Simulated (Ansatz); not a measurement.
Black phosphorus was calculated with r²SCAN0 in Ansatz (plane waves, PAW).

Settings: plane-wave cutoff 520 eV, 8×8×6 k mesh (along the axes of the cell as run), Fermi–Dirac smearing 0.01 eV, scalar-relativistic PAW data made under PBE.

Cell (measured lattice):

```yaml
crystal:
  lattice:
    - [1.65665, -5.23650, 0.00000]
    - [1.65665, 5.23650, 0.00000]
    - [0.00000, 0.00000, 4.37400]
  atoms:
    - { symbol: P, position: [0.10234, 0.89766, 0.92039] }
    - { symbol: P, position: [0.39766, 0.60234, 0.42039] }
    - { symbol: P, position: [0.60234, 0.39766, 0.57961] }
    - { symbol: P, position: [0.89766, 0.10234, 0.07961] }
```

Predict the band gap and Γ–Γ gap.


* **band gap**: 0.81 eV (on the SCF k mesh) (direct)
* **Γ–Γ gap**: 3.64 eV

Measured, for comparison: band gap 0.35 eV (temperature not stated, not corrected to a static lattice; as tabulated in Das et al. (2018), arXiv:1807.05623). Computed (rounded) less measured: band gap +0.46 eV.

Note: cell and atoms aren't relaxed at this level (largest force component 0.40 eV/Å, pressure -1.0 GPa).

Static lattice: no zero-point or thermal effects.

Ansatz is a first-principles code.
